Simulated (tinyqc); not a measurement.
Inside a calculation (part 1 of 2). Method: ROHF in the sto-6g basis, for OH+, spin multiplicity 3. This run ends on a higher stationary point, not on the lowest solution. Computed by tinyqc, a small Python program that keeps every step (integrals from PySCF). Settings: charge = 1, multiplicity = 3, basis = sto-6g, energy threshold = 1e-08, iteration cap = 52, orthogonalisation = symmetric, start = random, DIIS depth = 8, DIIS from iteration = 3, method = ROHF. Command: `OMP_NUM_THREADS=1 python tinyqc.py 31892 31893 out.jsonl` (the two numbers bound the seeds that draw the settings). One thread of a shared host (Intel(R) Xeon(R) Processor @ 2.60GHz), about 0.1 s of CPU time with the checks. Later iterations appear only in the table of the cycle.

## One-electron integrals

Geometry (angstrom):

| atom | x | y | z |
|---|---|---|---|
| O | 0.000000 | 0.000000 | 0.000000 |
| H | 0.000000 | 0.000000 | 1.218000 |

Basis sto-6g: exponents (1/bohr^2) and contraction coefficients of normalised primitives:

| element | l (shell) | exponent | coefficient |
|---|---|---|---|
| O | s (1) | 1355.584234 | 0.009164 |
| O | s (1) | 248.544885 | 0.049361 |
| O | s (1) | 69.533902 | 0.168538 |
| O | s (1) | 23.886772 | 0.370563 |
| O | s (1) | 9.275933 | 0.416492 |
| O | s (1) | 3.820341 | 0.130334 |
| O | s (2) | 52.187762 | -0.013253 |
| O | s (2) | 10.329320 | -0.046992 |
| O | s (2) | 3.210345 | -0.033785 |
| O | s (2) | 1.235135 | 0.250242 |
| O | s (2) | 0.536420 | 0.595117 |
| O | s (2) | 0.245881 | 0.240706 |
| O | p (3) | 52.187762 | 0.003760 |
| O | p (3) | 10.329320 | 0.037679 |
| O | p (3) | 3.210345 | 0.173897 |
| O | p (3) | 1.235135 | 0.418036 |
| O | p (3) | 0.536420 | 0.425860 |
| O | p (3) | 0.245881 | 0.101708 |
| H | s (1) | 35.523221 | 0.009164 |
| H | s (1) | 6.513144 | 0.049361 |
| H | s (1) | 1.822143 | 0.168538 |
| H | s (1) | 0.625955 | 0.370563 |
| H | s (1) | 0.243077 | 0.416492 |
| H | s (1) | 0.100112 | 0.130334 |

Overlap, kinetic and nuclear-attraction integrals over the contracted functions; the nuclear repulsion is the sum of Za Zb / Rab.

nuclear repulsion = 3.47571239 hartree

overlap S, lower triangle:
```
           1O 1s     1O 2s    1O 2px    1O 2py    1O 2pz     2H 1s
1O 1s   1.000000
1O 2s   0.231145  1.000000
1O 2px  0.000000  0.000000  1.000000
1O 2py  0.000000  0.000000  0.000000  1.000000
1O 2pz  0.000000  0.000000  0.000000  0.000000  1.000000
2H 1s   0.030375  0.323781  0.000000  0.000000  0.295117  1.000000
```

kinetic energy T (hartree), lower triangle:
```
            1O 1s     1O 2s    1O 2px    1O 2py    1O 2pz     2H 1s
1O 1s   29.327197
1O 2s   -0.896024  0.842618
1O 2px   0.000000  0.000000  2.531309
1O 2py   0.000000  0.000000  0.000000  2.531309
1O 2pz   0.000000  0.000000  0.000000  0.000000  2.531309
2H 1s   -0.006539  0.035889  0.000000  0.000000  0.124911  0.768522
```

nuclear attraction V (hartree), lower triangle:
```
             1O 1s      1O 2s     1O 2px     1O 2py     1O 2pz      2H 1s
1O 1s   -61.692779
1O 2s    -6.251706  -9.433676
1O 2px    0.000000   0.000000  -9.410180
1O 2py    0.000000   0.000000   0.000000  -9.410180
1O 2pz   -0.010143  -0.119094   0.000000   0.000000  -9.479475
2H 1s    -0.939286  -2.260164   0.000000   0.000000  -1.833649  -4.670805
```

core Hamiltonian H = T + V (hartree), lower triangle:
```
             1O 1s      1O 2s     1O 2px     1O 2py     1O 2pz      2H 1s
1O 1s   -32.365582
1O 2s    -7.147730  -8.591058
1O 2px    0.000000   0.000000  -6.878871
1O 2py    0.000000   0.000000   0.000000  -6.878871
1O 2pz   -0.010143  -0.119094   0.000000   0.000000  -6.948166
2H 1s    -0.945825  -2.224275   0.000000   0.000000  -1.708738  -3.902283
```

## Two-electron integrals

Functions are numbered as in S; the eight-fold symmetry (ij|kl) = (ji|kl) = (kl|ij) leaves the list below.

Two-electron integrals (ij|kl) in chemists' order, unique and non-zero (hartree):
```
(11|11) 4.787491   (21|11) 0.675884   (21|21) 0.121505   (22|11) 1.117379
(22|21) 0.249212   (22|22) 0.817383   (31|31) 0.025762   (32|31) 0.039145
(32|32) 0.180664   (33|11) 1.117381   (33|21) 0.249212   (33|22) 0.817382
(33|33) 0.880663   (41|41) 0.025762   (42|41) 0.039145   (42|42) 0.180664
(43|43) 0.047461   (44|11) 1.117381   (44|21) 0.249212   (44|22) 0.817382
(44|33) 0.785741   (44|44) 0.880663   (51|51) 0.025762   (52|51) 0.039145
(52|52) 0.180664   (53|53) 0.047461   (54|54) 0.047461   (55|11) 1.117381
(55|21) 0.249212   (55|22) 0.817382   (55|33) 0.785741   (55|44) 0.785741
(55|55) 0.880663   (61|11) 0.094407   (61|21) 0.016283   (61|22) 0.032719
(61|33) 0.032650   (61|44) 0.032650   (61|51) 0.000799   (61|52) 0.001571
(61|55) 0.032857   (61|61) 0.002224   (62|11) 0.252601   (62|21) 0.057240
(62|22) 0.210836   (62|33) 0.207203   (62|44) 0.207203   (62|51) 0.004606
(62|52) 0.035405   (62|55) 0.218102   (62|61) 0.007730   (62|62) 0.070749
(63|31) 0.006047   (63|32) 0.035049   (63|53) 0.007139   (63|63) 0.009447
(64|41) 0.006047   (64|42) 0.035049   (64|54) 0.007139   (64|64) 0.009447
(65|11) 0.193576   (65|21) 0.044447   (65|22) 0.174478   (65|33) 0.166903
(65|44) 0.166903   (65|51) 0.009084   (65|52) 0.061973   (65|55) 0.189627
(65|61) 0.006246   (65|62) 0.071127   (65|65) 0.080006   (66|11) 0.428685
(66|21) 0.098926   (66|22) 0.418728   (66|33) 0.403283   (66|44) 0.403283
(66|51) 0.009261   (66|52) 0.099973   (66|55) 0.449617   (66|61) 0.013451
(66|62) 0.187366   (66|65) 0.214275   (66|66) 0.774999
```

## Orthogonalisation

S = U s U^T; symmetric (Loewdin) form X = U s^(-1/2) U^T, so that X^T S X = 1.

eigenvalues of S: 0.536527  0.844678  1.000000  1.000000  1.133083  1.485711

X, lower triangle:
```
            1O 1s      1O 2s    1O 2px    1O 2py     1O 2pz     2H 1s
1O 1s    1.021457
1O 2s   -0.124601   1.068874
1O 2px   0.000000   0.000000  1.000000
1O 2py   0.000000   0.000000  0.000000  1.000000
1O 2pz  -0.004438   0.042802  0.000000  0.000000   1.038154
2H 1s    0.016165  -0.188510  0.000000  0.000000  -0.168653  1.084657
```

## Starting guess

The start is random orthonormal orbitals; D(s) = C_occ C_occ^T for each spin.

D(alpha) at the start, lower triangle:
```
            1O 1s      1O 2s     1O 2px     1O 2py     1O 2pz     2H 1s
1O 1s    0.810607
1O 2s   -0.390186   1.131017
1O 2px   0.237490   0.120850   0.773101
1O 2py  -0.130203  -0.066256   0.124397   0.931800
1O 2pz   0.126943   0.195881  -0.137716   0.075502   1.024473
2H 1s   -0.185057  -0.539022   0.232489  -0.127461  -0.225050  1.002505
```

D(beta) at the start, lower triangle:
```
            1O 1s      1O 2s     1O 2px     1O 2py     1O 2pz     2H 1s
1O 1s    0.570587
1O 2s   -0.223190   0.607706
1O 2px   0.095043   0.133171   0.670061
1O 2py  -0.474556   0.080092  -0.099846   0.416405
1O 2pz  -0.030062   0.553410  -0.177966  -0.092887   0.770346
2H 1s   -0.087873  -0.139528   0.389741   0.118946  -0.446355  0.427219
```

## Iteration 1: building the Fock matrix

J_ij = sum D_kl (ij|kl) with D = D(alpha) + D(beta), K_ij = sum D_kl (ik|jl) for each spin; F = H + J - K(s); E = tr D H + tr D J / 2 - 0.5 sum_s tr D(s) K(s) + E_nn.

Coulomb J (hartree), lower triangle:
```
            1O 1s      1O 2s     1O 2px     1O 2py    1O 2pz     2H 1s
1O 1s   12.809272
1O 2s    2.355900   6.467854
1O 2px   0.044545   0.161435   6.452787
1O 2py  -0.030179  -0.042944   0.002330   6.443774
1O 2pz   0.058009   0.289135  -0.021080  -0.001772  6.506995
2H 1s    0.319068   1.741180   0.029077  -0.006753  1.516059  3.841782
```

exchange K(alpha) (hartree), lower triangle:
```
            1O 1s      1O 2s     1O 2px     1O 2py    1O 2pz     2H 1s
1O 1s    3.510445
1O 2s    0.361295   1.128103
1O 2px   0.315329   0.245417   0.934594
1O 2py  -0.172878  -0.134549   0.103648   1.066822
1O 2pz   0.137646   0.118168  -0.074282   0.040725  1.102486
2H 1s   -0.036987   0.252509   0.110453  -0.060555  0.305430  0.676838
```

exchange K(beta) (hartree), lower triangle:
```
            1O 1s      1O 2s     1O 2px     1O 2py    1O 2pz     2H 1s
1O 1s    2.530756
1O 2s    0.297642   0.719997
1O 2px   0.162130   0.254732   0.740258
1O 2py  -0.514788  -0.028091  -0.083192   0.528912
1O 2pz   0.085662   0.415439  -0.080450  -0.056692  0.683005
2H 1s    0.009589   0.243934   0.165823   0.033965  0.158071  0.276218
```

F(alpha) (hartree), lower triangle:
```
             1O 1s      1O 2s     1O 2px     1O 2py     1O 2pz      2H 1s
1O 1s   -23.066756
1O 2s    -5.153125  -3.251307
1O 2px   -0.270784  -0.083981  -1.360678
1O 2py    0.142699   0.091605  -0.101317  -1.501919
1O 2pz   -0.089780   0.051873   0.053202  -0.042497  -1.543656
2H 1s    -0.589770  -0.735604  -0.081376   0.053803  -0.498108  -0.737339
```

F(beta) (hartree), lower triangle:
```
             1O 1s      1O 2s     1O 2px     1O 2py     1O 2pz      2H 1s
1O 1s   -22.087066
1O 2s    -5.089472  -2.843202
1O 2px   -0.117585  -0.093297  -1.166342
1O 2py    0.484609  -0.014852   0.085522  -0.964010
1O 2pz   -0.037796  -0.245398   0.059370   0.054920  -1.124176
2H 1s    -0.636346  -0.727029  -0.136746  -0.040718  -0.350749  -0.336719
```

total energy of this density = -56.13965939 hartree

## Iteration 1: Roothaan effective Fock matrix

With projectors Pc = D(beta) S, Po = (D(alpha) - D(beta)) S, Pv = 1 - D(alpha) S, the block xy is Px^T F Py; with Fc = (F(alpha) + F(beta))/2, the blocks are Fc for cc, oo, vv and cv, F(beta) for co and F(alpha) for ov.

effective F (hartree), lower triangle:
```
             1O 1s      1O 2s     1O 2px     1O 2py     1O 2pz      2H 1s
1O 1s   -22.550218
1O 2s    -5.166292  -3.017280
1O 2px   -0.151321  -0.113503  -1.210944
1O 2py    0.289616   0.015974   0.012611  -1.397739
1O 2pz   -0.040484  -0.108980   0.053348  -0.004624  -1.333274
2H 1s    -0.642395  -0.692352  -0.172486  -0.012780  -0.444027  -0.497631
```

## Iteration 1: diagonalisation and new density

Diagonalise F' = X^T F X, C = X C', fill 5 alpha and 3 beta electrons from the bottom; D(s) = C_occ C_occ^T. Each column has its largest component positive (the first on a tie).

F' = X^T F X (hartree), lower triangle:
```
            1          2          3          4          5          6
1  -22.278370
2   -2.351720  -2.194862
3   -0.143450  -0.067667  -1.210944
4    0.293654  -0.016801   0.012611  -1.397739
5   -0.043824  -0.082940   0.080287  -0.003246  -1.299909
6   -0.056023  -0.199457  -0.177136  -0.011412  -0.197990  -0.288660
```

orbital energies (hartree): MO1 -22.555521, MO2 -1.970256, MO3 -1.390705, MO4 -1.348259, MO5 -1.205660, MO6 -0.200083

coefficients C:
```
              MO1        MO2        MO3        MO4        MO5        MO6
1O 1s    1.000319  -0.233155   0.034096   0.019323   0.035657   0.037073
1O 2s   -0.001645   1.027315  -0.085790  -0.077010  -0.206515  -0.289943
1O 2px   0.007068   0.080286  -0.113821  -0.449349   0.864240  -0.178113
1O 2py  -0.013696   0.087534   0.988848  -0.096390   0.070638  -0.007073
1O 2pz   0.002494   0.167747   0.042738   0.897782   0.384078  -0.352929
2H 1s   -0.002100  -0.059760  -0.006565  -0.053373   0.202096   1.092434
```

D(alpha) after iteration 1, lower triangle:
```
            1O 1s      1O 2s     1O 2px     1O 2py    1O 2pz     2H 1s
1O 1s    1.057807
1O 2s   -0.252947   1.111317
1O 2px   0.006603  -0.051643   0.968276
1O 2py   0.000262  -0.002051  -0.001260   0.999950
1O 2pz  -0.004116   0.020202  -0.062861  -0.002496  0.983501
2H 1s    0.017784  -0.098451   0.194577   0.007726  0.019393  0.047310
```

D(beta) after iteration 1, lower triangle:
```
            1O 1s      1O 2s     1O 2px     1O 2py     1O 2pz     2H 1s
1O 1s    1.056162
1O 2s   -0.244095   1.062738
1O 2px  -0.015530   0.092232   0.019451
1O 2py  -0.000394   0.005114  -0.105621   0.985669
1O 2pz  -0.035159   0.168658   0.008621   0.056911   0.029972
2H 1s    0.011609  -0.060826  -0.004065  -0.011694  -0.010310  0.003619
```

## Iteration 2: building the Fock matrix

As before.

Coulomb J (hartree), lower triangle:
```
            1O 1s     1O 2s     1O 2px    1O 2py    1O 2pz     2H 1s
1O 1s   16.283198
1O 2s    2.831948  7.109413
1O 2px   0.005022  0.027321   7.077253
1O 2py   0.000185  0.000818  -0.010145  7.171975
1O 2pz   0.011978  0.060197  -0.002428  0.005109  7.079010
2H 1s    0.383897  1.774350   0.005562  0.000915  1.445566  3.394499
```

exchange K(alpha) (hartree), lower triangle:
```
           1O 1s      1O 2s     1O 2px     1O 2py    1O 2pz     2H 1s
1O 1s   4.933678
1O 2s   0.790493   1.409339
1O 2px  0.000186  -0.002501   1.149123
1O 2py  0.000007  -0.000099  -0.001050   1.175514
1O 2pz  0.001155   0.007981  -0.018511  -0.000735  1.167031
2H 1s   0.114589   0.328650   0.057112   0.002268  0.248504  0.185731
```

exchange K(beta) (hartree), lower triangle:
```
           1O 1s     1O 2s     1O 2px    1O 2py    1O 2pz     2H 1s
1O 1s   4.882404
1O 2s   0.714418  1.037540
1O 2px  0.008686  0.086588   0.261195
1O 2py  0.000572  0.002158  -0.088003  1.066249
1O 2pz  0.007489  0.143363   0.006475  0.045383  0.263248
2H 1s   0.101101  0.260548   0.021565  0.006302  0.080672  0.085115
```

F(alpha) (hartree), lower triangle:
```
             1O 1s      1O 2s     1O 2px     1O 2py     1O 2pz      2H 1s
1O 1s   -21.016062
1O 2s    -5.106275  -2.890984
1O 2px    0.004835   0.029822  -0.950741
1O 2py    0.000178   0.000918  -0.009096  -0.882409
1O 2pz    0.000680  -0.066878   0.016083   0.005844  -1.036187
2H 1s    -0.676517  -0.778575  -0.051550  -0.001353  -0.511675  -0.693515
```

F(beta) (hartree), lower triangle:
```
             1O 1s      1O 2s     1O 2px     1O 2py     1O 2pz      2H 1s
1O 1s   -20.964789
1O 2s    -5.030200  -2.519185
1O 2px   -0.003664  -0.059267  -0.062812
1O 2py   -0.000387  -0.001339   0.077858  -0.773145
1O 2pz   -0.005654  -0.202260  -0.008904  -0.040275  -0.132404
2H 1s    -0.663028  -0.710473  -0.016002  -0.005387  -0.343844  -0.592899
```

total energy of this density = -74.47245581 hartree

## Iteration 2: Roothaan effective Fock matrix

As before.

effective F (hartree), lower triangle:
```
             1O 1s      1O 2s     1O 2px     1O 2py     1O 2pz      2H 1s
1O 1s   -20.990336
1O 2s    -5.066763  -2.695814
1O 2px   -0.004215  -0.031694  -0.524046
1O 2py   -0.000291  -0.001117   0.033666  -0.827851
1O 2pz   -0.008873  -0.155191  -0.011142  -0.017402  -0.594241
2H 1s    -0.672536  -0.760272  -0.011439  -0.002279  -0.396831  -0.616857
```

## Iteration 2: diagonalisation and new density

As before.

F' = X^T F X (hartree), lower triangle:
```
            1          2          3          4          5          6
1  -20.672255
2   -2.477600  -1.812138
3   -0.000492  -0.031672  -0.524046
4   -0.000118  -0.001473   0.033666  -0.827851
5   -0.007227  -0.092227  -0.010976  -0.017728  -0.526204
6   -0.074447  -0.308182  -0.004622   0.000668  -0.248797  -0.390342
```

orbital energies (hartree): MO1 -20.992944, MO2 -1.589130, MO3 -0.832662, MO4 -0.646096, MO5 -0.519359, MO6 -0.172645

coefficients C:
```
              MO1        MO2        MO3        MO4        MO5        MO6
1O 1s    0.997124  -0.240509   0.004274   0.067799   0.003589   0.049527
1O 2s    0.012458   0.981556  -0.020132  -0.341479  -0.010095  -0.338617
1O 2px   0.000224   0.030558  -0.107132   0.043939   0.992580   0.021056
1O 2py   0.000015   0.003568   0.991481  -0.068266   0.109565   0.016974
1O 2pz   0.001189   0.145334   0.065733   0.760037  -0.015954  -0.710425
2H 1s   -0.002322   0.083247   0.017862   0.448704  -0.042031   1.015069
```

D(alpha) after iteration 2, lower triangle:
```
            1O 1s      1O 2s     1O 2px     1O 2py    1O 2pz     2H 1s
1O 1s    1.056729
1O 2s   -0.246925   1.080723
1O 2px  -0.001043   0.007130   0.999557
1O 2py  -0.000841   0.005748  -0.000357   0.999712
1O 2pz   0.017985  -0.118031   0.014959   0.012059  0.603356
2H 1s    0.008010  -0.071475  -0.021373  -0.017230  0.354972  0.210356
```

D(beta) after iteration 2, lower triangle:
```
            1O 1s      1O 2s     1O 2px    1O 2py    1O 2pz     2H 1s
1O 1s    1.052119
1O 2s   -0.223737   0.964013
1O 2px  -0.007584   0.032154   0.012411
1O 2py   0.003395  -0.016458  -0.106110  0.983047
1O 2pz  -0.033488   0.141345  -0.002601  0.065692  0.025444
2H 1s   -0.022261   0.081324   0.000630  0.018007  0.013270  0.007255
```

## Iteration 3: building the Fock matrix

As before.

Coulomb J (hartree), lower triangle:
```
            1O 1s      1O 2s     1O 2px    1O 2py    1O 2pz     2H 1s
1O 1s   16.031606
1O 2s    2.778488   6.977771
1O 2px   0.002380   0.012065   6.950169
1O 2py  -0.000698  -0.003615  -0.010106  7.042319
1O 2pz   0.009800   0.075260   0.000877  0.007391  6.940825
2H 1s    0.376768   1.763418   0.002434  0.000405  1.451593  3.491678
```

exchange K(alpha) (hartree), lower triangle:
```
           1O 1s      1O 2s     1O 2px     1O 2py    1O 2pz     2H 1s
1O 1s   4.923875
1O 2s   0.779066   1.369685
1O 2px  0.000037   0.001638   1.161638
1O 2py  0.000030   0.001320  -0.000298   1.161768
1O 2pz  0.000994  -0.012842   0.008744   0.007049  0.972121
2H 1s   0.114667   0.372385  -0.004531  -0.003653  0.354935  0.414168
```

exchange K(beta) (hartree), lower triangle:
```
            1O 1s      1O 2s     1O 2px    1O 2py    1O 2pz     2H 1s
1O 1s    4.876485
1O 2s    0.715602   1.021926
1O 2px   0.000627   0.030057   0.248235
1O 2py  -0.000168  -0.011085  -0.088411  1.056970
1O 2pz   0.002494   0.151621  -0.002057  0.057868  0.268693
2H 1s    0.100408   0.305906   0.007303  0.015009  0.105856  0.139397
```

F(alpha) (hartree), lower triangle:
```
             1O 1s      1O 2s     1O 2px     1O 2py     1O 2pz      2H 1s
1O 1s   -21.257851
1O 2s    -5.148307  -2.982972
1O 2px    0.002343   0.010427  -1.090340
1O 2py   -0.000727  -0.004936  -0.009808  -0.998320
1O 2pz   -0.001337  -0.030992  -0.007867   0.000343  -0.979462
2H 1s    -0.683725  -0.833242   0.006965   0.004058  -0.612080  -0.824772
```

F(beta) (hartree), lower triangle:
```
             1O 1s      1O 2s     1O 2px     1O 2py     1O 2pz      2H 1s
1O 1s   -21.210461
1O 2s    -5.084844  -2.635213
1O 2px    0.001754  -0.017992  -0.176937
1O 2py   -0.000529   0.007469   0.078305  -0.893523
1O 2pz   -0.002837  -0.195455   0.002934  -0.050477  -0.276034
2H 1s    -0.669465  -0.766763  -0.004869  -0.014604  -0.363001  -0.550002
```

total energy of this density = -74.60716805 hartree

## Iteration 3: Roothaan effective Fock matrix

As before.

effective F (hartree), lower triangle:
```
             1O 1s      1O 2s     1O 2px     1O 2py     1O 2pz      2H 1s
1O 1s   -21.234192
1O 2s    -5.115339  -2.795167
1O 2px    0.000894  -0.008415  -0.634055
1O 2py   -0.000226   0.003658   0.034270  -0.945821
1O 2pz   -0.008636  -0.141087  -0.001732  -0.023038  -0.689061
2H 1s    -0.680581  -0.826715  -0.002567  -0.008222  -0.480087  -0.653018
```

## Iteration 3: diagonalisation and new density

As before.

F' = X^T F X (hartree), lower triangle:
```
            1          2          3          4          5          6
1  -20.915850
2   -2.488396  -1.888925
3    0.001928  -0.008696  -0.634055
4   -0.000717   0.004502   0.034270  -0.945821
5   -0.010297  -0.056902  -0.001730  -0.022372  -0.598243
6   -0.070899  -0.369018  -0.000892  -0.005726  -0.328947  -0.380635
```

orbital energies (hartree): MO1 -21.236585, MO2 -1.687283, MO3 -0.952319, MO4 -0.762212, MO5 -0.630240, MO6 -0.094889

coefficients C:
```
              MO1        MO2        MO3        MO4        MO5        MO6
1O 1s    0.997261  -0.238029   0.007598   0.067810   0.000769   0.057781
1O 2s    0.011860   0.968997  -0.037498  -0.337962  -0.001423  -0.375050
1O 2px  -0.000039   0.008438  -0.106406   0.027644   0.993895   0.003759
1O 2py   0.000009   0.000166   0.987036  -0.117660   0.108915   0.007356
1O 2pz   0.001083   0.132847   0.098640   0.775577  -0.009522  -0.692149
2H 1s   -0.002069   0.115602   0.043398   0.417384  -0.011822   1.025242
```

D(alpha) after iteration 3, lower triangle:
```
            1O 1s      1O 2s     1O 2px     1O 2py    1O 2pz     2H 1s
1O 1s    1.055843
1O 2s   -0.242025   1.054721
1O 2px  -0.000217   0.001410   0.999986
1O 2py  -0.000425   0.002759  -0.000028   0.999946
1O 2pz   0.022793  -0.137060   0.002602   0.005092  0.628990
2H 1s   -0.000957  -0.030677  -0.003854  -0.007542  0.343462  0.189600
```

D(beta) after iteration 3, lower triangle:
```
            1O 1s      1O 2s     1O 2px    1O 2py    1O 2pz     2H 1s
1O 1s    1.051244
1O 2s   -0.219106   0.940501
1O 2px  -0.002856   0.012166   0.011394
1O 2py   0.007470  -0.036851  -0.105026  0.974239
1O 2pz  -0.029792   0.125042  -0.009375  0.097383  0.027379
2H 1s   -0.029250   0.110366  -0.003642  0.042855  0.019636  0.015251
```
